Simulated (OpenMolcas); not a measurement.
# BMK/cc-pCVDZ (Cholesky decomposition) run of NO2F (nitryl fluoride), part 2 of 2

OpenMolcas 26.06.

## 3. The doublet cation at the same level

Input file job.inp:

```
&gateway
 baslib = $CurrDir
 coord
 4
 angstrom
 O        0.188290       0.469930       1.120250
 N        0.079720      -0.071800       0.089140
 O        0.476580      -1.068680      -0.376880
 F       -0.744590       0.670550      -0.832510
 basis = cc-pCVDZ
 group = NoSym

&seward
 low

&scf
 uhf
 charge = 1
 spin = 2
 ksdft = 2
 1.0 HYB_MGGA_X_BMK
 1.0 GGA_C_BMK
 prorbitals = 1 1
```

The basis set cc-pCVDZ is read from a file made from the Basis Set Exchange's data (not shown).

Started as:

```sh
$ export MOLCAS_MEM=1860
$ pymolcas job.inp > job.log
```

Log:

```text
--- Start Module: gateway ---

                                              &GATEWAY

                       available to each process: 1.9 GB of memory, 1 thread

 Basis Set     1 Label: O.CC-PCVDZ
 Basis set is read from library:.
 basistype.tbl is not found

 Basis Set     2 Label: N.CC-PCVDZ
 Basis set is read from library:.
 basistype.tbl is not found

 Basis Set     3 Label: O.CC-PCVDZ
 Basis set is read from library:.
 basistype.tbl is not found

 Basis Set     4 Label: F.CC-PCVDZ
 Basis set is read from library:.
 basistype.tbl is not found

++    Symmetry information:
      ---------------------

                    Character Table for C1

                             E
                    a        1  x, y, xy, Rz, z, xz, Ry, yz, Rx, I
--

++    Basis set information:
      ----------------------

      Basis set label: O.CC-PCVDZ.........

      Electronic valence basis set:
      ------------------
      Associated Effective Charge   8.000000 au
      Associated Actual Charge      8.000000 au
      Nuclear Model: Point charge

      Shell  nPrim  nBasis  Cartesian Spherical Contaminant
         s      10       4        X
         p       5       3        X
         d       1       1                 X

      Basis set label: N.CC-PCVDZ.........

      Electronic valence basis set:
      ------------------
      Associated Effective Charge   7.000000 au
      Associated Actual Charge      7.000000 au
      Nuclear Model: Point charge

      Shell  nPrim  nBasis  Cartesian Spherical Contaminant
         s      10       4        X
         p       5       3        X
         d       1       1                 X

      Basis set label: O.CC-PCVDZ.........

      Electronic valence basis set:
      ------------------
      Associated Effective Charge   8.000000 au
      Associated Actual Charge      8.000000 au
      Nuclear Model: Point charge

      Shell  nPrim  nBasis  Cartesian Spherical Contaminant
         s      10       4        X
         p       5       3        X
         d       1       1                 X

      Basis set label: F.CC-PCVDZ.........

      Electronic valence basis set:
      ------------------
      Associated Effective Charge   9.000000 au
      Associated Actual Charge      9.000000 au
      Nuclear Model: Point charge

      Shell  nPrim  nBasis  Cartesian Spherical Contaminant
         s      10       4        X
         p       5       3        X
         d       1       1                 X
--

++    Molecular structure info:
      -------------------------

                    ************************************************
                    **** Cartesian Coordinates / bohr, angstrom ****
                    ************************************************

     Center  Label                x              y              z                     x              y              z
        1      O1               0.355817       0.888039       2.116966              0.188290       0.469930       1.120250
        2      N2               0.150649      -0.135682       0.168450              0.079720      -0.071800       0.089140
        3      O3               0.900606      -2.019513      -0.712200              0.476580      -1.068680      -0.376880
        4      F4              -1.407071       1.267156      -1.573216             -0.744590       0.670550      -0.832510

                    ***************************************
                    *    InterNuclear Distances / bohr    *
                    ***************************************

               1 O1            2 N2            3 O3            4 F4
    1 O1       0.000000
    2 N2       2.210613        0.000000
    3 O3       4.093266        2.210610        0.000000
    4 F4       4.107182        2.725408        4.107178        0.000000

                    *******************************************
                    *    InterNuclear Distances / angstrom    *
                    *******************************************

               1 O1            2 N2            3 O3            4 F4
    1 O1       0.000000
    2 N2       1.169806        0.000000
    3 O3       2.166063        1.169804        0.000000
    4 F4       2.173427        1.442224        2.173425        0.000000

                    **************************************
                    *    Valence Bond Angles / degree    *
                    **************************************
                          Atom centers                 Phi
                      1 O1       2 N2       3 O3       135.59
                      1 O1       2 N2       4 F4       112.21
                      3 O3       2 N2       4 F4       112.21
--

            Nuclear Potential Energy            124.47650623 au

--- Stop Module: gateway /rc=_RC_ALL_IS_WELL_ ---

--- Start Module: seward ---

                                              &SEWARD

                       available to each process: 1.9 GB of memory, 1 thread

               SEWARD will generate:
                  Multipole Moment integrals up to order  2
                  Kinetic Energy integrals
                  Nuclear Attraction integrals (point charge)
                  One-Electron Hamiltonian integrals
                  Velocity integrals
                  Orbital angular momentum around ( -0.0696   0.0627  -0.0779 )
                  Velocity quadrupole around ( -0.0696   0.0627  -0.0779 )
                  Cholesky decomposed two-electron repulsion integrals
                   - CD Threshold:   1.00E-04

                   Integrals are discarded if absolute value <: 1.00E-40
                   Integral cutoff threshold is set to       <: 1.00E-40

            Nuclear Potential Energy            124.47650623 au

      Basis set specifications :
      Symmetry species         a
      Basis functions           72

--- Stop Module: seward /rc=_RC_ALL_IS_WELL_ ---
--- Module seward spent 1 second ---

--- Start Module: scf ---

                                                &SCF

                       available to each process: 1.9 GB of memory, 1 thread

++    Input section:
      --------------

      Header of the integral files:

      Cartesian coordinates in angstrom:
      -----------------------------------------------------
      No.  Label        X            Y            Z
      -----------------------------------------------------
       1   O1         0.18829000   0.46993000   1.12025000
       2   N2         0.07972000  -0.07180000   0.08914000
       3   O3         0.47658000  -1.06868000  -0.37688000
       4   F4        -0.74459000   0.67055000  -0.83251000
      -----------------------------------------------------
      Nuclear repulsion energy =  124.47650623
--

++    Orbital specifications:
      -----------------------

      Symmetry species               1
                                     a
      Frozen orbitals                0
      Start temperature = 0.500
      End temperature   = 0.010
      Temperature Factor= 0.460
      Deleted orbitals               0
      Total number of orbitals      72
      Number of basis functions     72
--

      Molecular charge                           1.000

      Numerical integration parameters
      --------------------------------
      Radial quadrature type:                         MHL
      Size of radial grid:                            75
      Lebedev angular grid:                           29
      Angular grid pruned with the crowding factor:  3.00E+00
                                 and fading factor:  6.00E+00
      Screening threshold for integral computation:   1.00E-11
      Radial quadrature accuracy:                     1.00E-25
      Maximum batch size:                             128
      AO values are stored on disk
      The same grid will be used for all iterations.

      DFT functional specifications
      -----------------------------
      Using Libxc version: 6.2.2
      Please cite the following reference:
      S. Lehtola, C. Steigemann, M. J.T. Oliveira, and M. A.L. Marques.,  SoftwareX 7, 1–5 (2018) doi:10.1016/j.softx.2017.11.002

      * Boese-Martin for kinetics
      * Boese-Martin correlation for kinetics

++    Optimization specifications:
      ----------------------------

      SCF Algorithm: LK-Cholesky USCF
      LK screening threshold:                     4.50E-02
      Local-Exchange (LK) algorithm.
       - the density matrix is decomposed
      The actual AO density is used
      Number of density matrices in core                 5
      Maximum number of NDDO SCF iterations            400
      Maximum number of HF SCF iterations              400
      Threshold for SCF energy change             1.00E-09
      Threshold for density matrix                1.00E-04
      Threshold for Fock matrix                   1.50E-04
      Threshold for linear dependence             1.00E-09
      Threshold at which DIIS is turned on        1.50E-01
      Maximum depth in the DIIS procedure                5
      Maximum depth in the BFGS Hessian update          30
      Threshold at which QNR/C2DIIS is turned on  7.50E-02
      Threshold for Norm(delta) (QNR/C2DIIS)      1.00E-03
      All orbitals punched on: UHFORB
--

      Input vectors read from INPORB
      Orbital file label: *Guess orbitals

++ Convergence information
                               UHF [...]      iterations: Energy and convergence statistics

Iter     Tot. [...]      One-elec.       Two-elec.     Energy      Max Dij or  Max Fij      DNorm      TNorm      AccCon     Time
         Energy          Energy          Energy        Change      Delta Norm                                                in Sec.
   1  -300.334211944  -671.437101431   246.626383254   0.00E+00    1.02E-01*   5.00E+00*    9.60E+00   1.57E+02   None         1.
   2  -302.107611155  -674.180772566   247.596655177  -1.77E+00*   5.24E-01*   4.73E-01*    9.43E+00   1.57E+02   EDIIS        1.
   3  -296.841359878  -674.360780887   253.042914776   5.27E+00*   1.48E-01*   2.88E-01*    1.05E+01   1.59E+02   EDIIS        0.
   4  -304.121289722  -673.866454564   245.268658609  -7.28E+00*   1.90E-01*   5.11E-02*    9.14E+00   1.57E+02   EDIIS        0.
   5  -304.162767115  -674.693112133   246.053838785  -4.15E-02*   3.27E-01*   1.12E-01*    9.51E+00   1.57E+02   EDIIS        0.
   6  -304.111325771  -675.481626806   246.893794803   5.14E-02*   1.07E-01*   8.69E-02*    9.60E+00   1.57E+02   EDIIS        0.
   7  -304.264604623  -674.297345168   245.556234312  -1.53E-01*   2.69E-01*   4.14E-02*    9.54E+00   1.57E+02   EDIIS        0.
   8  -304.249808573  -675.108439852   246.382125047   1.48E-02*   1.00E-01*   2.45E-02*    9.59E+00   1.57E+02   EDIIS        0.
   9  -304.269112555  -674.794402505   246.048783718  -1.93E-02*   5.92E-02*   1.86E-02*    9.59E+00   1.57E+02   EDIIS        0.
  10  -304.268467930  -674.553069086   245.808094923   6.45E-04*   4.02E-02*   8.70E-03*    9.59E+00   1.57E+02   EDIIS        0.

       Fermi aufbau procedure completed!
      nOcc(alpha)=   16
      nOcc(beta) =   15

  11  -304.270506106  -674.651588299   245.904575959  -2.04E-03*   2.58E-02*   3.31E-03*    9.58E+00   1.57E+02   c2DIIS       0.
  12  -304.270619616  -674.676985361   245.929859513  -1.14E-04*   2.65E-02*   2.28E-03*    9.58E+00   1.57E+02   QNRc2DIIS    0.
  13  -304.270644315  -674.674171713   245.927021164  -2.47E-05*   2.23E-02*   3.16E-03*    9.59E+00   1.57E+02   QNRc2DIIS    0.
  14  -304.270716397  -674.664959382   245.917736753  -7.21E-05*   1.44E-02*   1.19E-03*    9.58E+00   1.57E+02   QNRc2DIIS    0.
  15  -304.270734486  -674.668288961   245.921048242  -1.81E-05*   1.14E-02*   8.92E-04*    9.58E+00   1.57E+02   QNRc2DIIS    0.
  16  -304.270739757  -674.684234521   245.936988531  -5.27E-06*   1.43E-03*   4.00E-04*    9.59E+00   1.57E+02   QNRc2DIIS    0.
  17  -304.270740406  -674.678572445   245.931325806  -6.50E-07*   5.82E-04    9.91E-05     9.58E+00   1.57E+02   QNRc2DIIS    0.
  18  -304.270740444  -674.674439424   245.927192748  -3.76E-08*   2.23E-04    6.35E-05     9.58E+00   1.57E+02   QNRc2DIIS    0.
  19  -304.270740470  -674.676385049   245.929138346  -2.59E-08*   9.29E-05    6.13E-06     9.58E+00   1.57E+02   QNRc2DIIS    0.
  20  -304.270740471  -674.676408846   245.929162142  -7.04E-10    5.45E-05    1.50E-06     9.58E+00   1.57E+02   QNRc2DIIS    0.

       Convergence after  20 Iterations
--

 *****************************************************************************************************************************
 *                                             SCF/KS-DFT Program, Final results                                             *
 *                                                       Final Results                                                       *
 *****************************************************************************************************************************

::    Total KS-DFT energy                            -304.2707404706
      One-electron energy                            -674.6764088457
      Two-electron energy                             245.9291621422
      Nuclear repulsion energy                        124.4765062329
      Kinetic energy (interpolated)                   303.0504575809
      Virial theorem                                    1.0040266657
      Total spin, S(S+1)                                0.7717170344
      Total spin, S                                     0.5108001951
      Max non-diagonal density matrix element           0.0000274210
      Max non-diagonal Fock matrix element              0.0000036378

      All orbitals with orbital energies smaller than  E(LUMO)+0.5 are printed

++    Molecular orbitals:
      -------------------

      Title: UKS-DFT orbitals (alpha)

      Molecular orbitals for symmetry species 1: a

          Orbital            1         2         3         4         5         6         7         8         9        10
          Energy          -25.5490  -20.0812  -20.0811  -15.3882   -1.8360   -1.6608   -1.6498   -1.1347   -1.0664   -1.0475
          Occ. No.          1.0000    1.0000    1.0000    1.0000    1.0000    1.0000    1.0000    1.0000    1.0000    1.0000

          Orbital           11        12        13        14        15        16        17        18        19
          Energy           -1.0225   -0.8792   -0.8275   -0.8228   -0.8114   -0.8103   -0.4127   -0.3181   -0.0881
          Occ. No.          1.0000    1.0000    1.0000    1.0000    1.0000    1.0000    0.0000    0.0000    0.0000

--

      All orbitals with orbital energies smaller than  E(LUMO)+0.5 are printed

++    Molecular orbitals:
      -------------------

      Title: UKS-DFT orbitals (beta)

      Molecular orbitals for symmetry species 1: a

          Orbital            1         2         3         4         5         6         7         8         9        10
          Energy          -25.5468  -20.0641  -20.0641  -15.3909   -1.8209   -1.6411   -1.6278   -1.1182   -1.0436   -1.0249
          Occ. No.          1.0000    1.0000    1.0000    1.0000    1.0000    1.0000    1.0000    1.0000    1.0000    1.0000

          Orbital           11        12        13        14        15        16        17        18
          Energy           -1.0002   -0.8209   -0.8173   -0.7896   -0.7581   -0.5913   -0.4060   -0.3130
          Occ. No.          1.0000    1.0000    1.0000    1.0000    1.0000    0.0000    0.0000    0.0000

--

++    Molecular charges:
      ------------------

      Mulliken charges per centre and basis function type
      ---------------------------------------------------

                            O1                      N2                      O3                      F4
                     alpha        beta       alpha        beta       alpha        beta       alpha        beta
      1s           1.9415      1.9292      1.6010      1.6129      1.9416      1.9293      1.9822      1.9807
      2px          0.7901      0.6221      0.5045      0.5421      0.7535      0.6496      0.8398      0.8609
      2pz          0.6201      0.5883      0.4689      0.5080      0.8323      0.4285      0.8222      0.7934
      2py          0.7950      0.4717      0.4763      0.5114      0.6193      0.6040      0.8722      0.8316
      3d2+         0.0009      0.0009      0.0155      0.0151      0.0042      0.0042      0.0003      0.0003
      3d1+         0.0033      0.0034      0.0221      0.0231      0.0014      0.0014      0.0010      0.0009
      3d0          0.0053      0.0053      0.0228      0.0168      0.0020      0.0021      0.0004      0.0004
      3d1-         0.0049      0.0048      0.0285      0.0320      0.0040      0.0040      0.0009      0.0008
      3d2-         0.0011      0.0011      0.0167      0.0152      0.0038      0.0038      0.0007      0.0007
      Total        4.1621      3.6268      3.1562      3.2765      4.1622      3.6269      4.5195      4.4697
      Total              7.7889                  6.4327                  7.7891                  8.9893

      Charge            0.2111                  0.5673                  0.2109                  0.0107

      Total electronic charge=   31.000000

      Total            charge=    1.000000
--

++    Molecular orbitals:
      -------------------

      Title: Natural orbitals

      Molecular orbitals for symmetry species 1: a

          Orbital            1         2         3         4         5         6         7         8         9        10
          Energy          -25.5297  -20.0644  -20.0638  -15.3894   -0.8900   -1.7199   -1.3949   -0.7999   -1.0385   -1.2261
          Occ. No.          2.0000    2.0000    2.0000    2.0000    2.0000    2.0000    2.0000    2.0000    2.0000    1.9999

          Orbital           11        12        13        14        15        16        17        18        19        20
          Energy           -1.5918   -0.8733   -1.2984   -0.9772   -0.8233   -0.7084   -0.1900   -0.3849   -0.0392    0.4519
          Occ. No.          1.9999    1.9997    1.9997    1.9995    1.9904    1.0000    0.0096    0.0005    0.0003    0.0003

          Orbital           21        22        23        24        25        26        27        28        29        30
          Energy            0.8941    1.5604    0.9885    0.7201    1.0725    2.4952    0.9817    7.2140    7.8158   11.1559
          Occ. No.          0.0001    0.0001    0.0000    0.0000    0.0000    0.0000    0.0000    0.0000    0.0000    0.0000

          Orbital           31        32        33        34        35        36        37        38        39        40
          Energy            4.0002    1.8235    0.5619    4.1262    6.0767    6.7875   10.7943    9.5115    2.5373   10.7388
          Occ. No.          0.0000    0.0000    0.0000    0.0000    0.0000    0.0000    0.0000    0.0000    0.0000    0.0000

          Orbital           41        42        43        44        45        46        47        48        49        50
          Energy            3.8513    2.8416    2.3355    1.7560    7.6940   29.3484   18.7269    2.5619    1.9790    8.2582
          Occ. No.          0.0000    0.0000    0.0000    0.0000    0.0000    0.0000    0.0000    0.0000    0.0000    0.0000

          Orbital           51        52        53        54        55        56        57        58        59        60
          Energy            6.8188   25.0360    2.9142    2.2235   27.6425   16.5045    5.7061   22.4015   30.3785    3.3243
          Occ. No.          0.0000    0.0000    0.0000    0.0000    0.0000    0.0000    0.0000    0.0000    0.0000    0.0000

          Orbital           61        62        63        64        65        66        67        68        69        70
          Energy            2.2157   25.6696   41.3636    3.3287   29.7297   34.3072   25.0426   47.0326   37.7505   37.9243
          Occ. No.          0.0000    0.0000    0.0000    0.0000    0.0000    0.0000    0.0000    0.0000    0.0000    0.0000

          Orbital           71
          Energy           37.6200
          Occ. No.          0.0000

--

++    Molecular properties:
      ---------------------

      Charge (e):
                      =    1.0000
      Dipole Moment (debye):
      Origin of the operator (angstrom)=   -0.0369    0.0332   -0.0412
                   X=  8.1118E-01               Y= -7.3042E-01               Z=  9.0710E-01           Total=  1.4193E+00
      Center of Charge (angstrom)
                     X=    0.13203017               Y=   -0.11887971               Z=    0.14764731
      Quadrupole Moment (debye*angstrom):
      Origin of the operator (angstrom)=   -0.0369    0.0332   -0.0412
                  XX= -1.7199E+01              XY= -4.9719E-01              XZ=  2.4680E-01              YY= -1.6407E+01
                  YZ=  5.0005E-01              ZZ= -1.6293E+01
      In traceless form (debye*angstrom)
                  XX= -8.4926E-01              XY= -7.4578E-01              XZ=  3.7019E-01              YY=  3.3949E-01
                  YZ=  7.5007E-01              ZZ=  5.0978E-01
--

--- Stop Module: scf /rc=_RC_ALL_IS_WELL_ ---
--- Module scf spent 10 seconds ---

.##################.
.# Happy landing! #.
.##################.

    Timing: Wall=11.68 User=10.59 System=1.08
```

It took 12 s on 1 thread of Arm Neoverse V1, shared host; peak memory 0.092 GiB.

## 4. Results

The summary covers parts 1 to 2.

Level: BMK/cc-pCVDZ (Cholesky decomposition).

| quantity | value |
| --- | --- |
| singlet NO2F: total energy | -304.77294 Eh |
| singlet NO2F: dipole moment | 0.27 D |
| singlet NO2F: HOMO energy | -11.26 eV |
| singlet NO2F: LUMO energy | -1.54 eV |
| singlet NO2F: HOMO–LUMO gap | 9.72 eV |
| doublet cation: total energy | -304.27074 Eh |
| doublet cation: HOMO energy (highest over α and β) | -20.63 eV |
| doublet cation: LUMO energy (lowest over α and β) | -16.09 eV |
| doublet cation: ⟨S²⟩ | 0.772 |
| vertical ionisation energy (to the doublet cation) | 13.666 eV |

This program's gradients are faulty for this kind of reference, so any forces in the log (doublet cation) can't be trusted; the energy can. The vertical ionisation energy comes to 13.67 eV (315 kcal/mol). −ε(HOMO) before ionisation, 11.26 eV, is 2.40 eV below this ionisation energy. Mulliken charges (doublet cation) run from +0.01 on F4 to +0.57 on N2; they depend strongly on the basis.
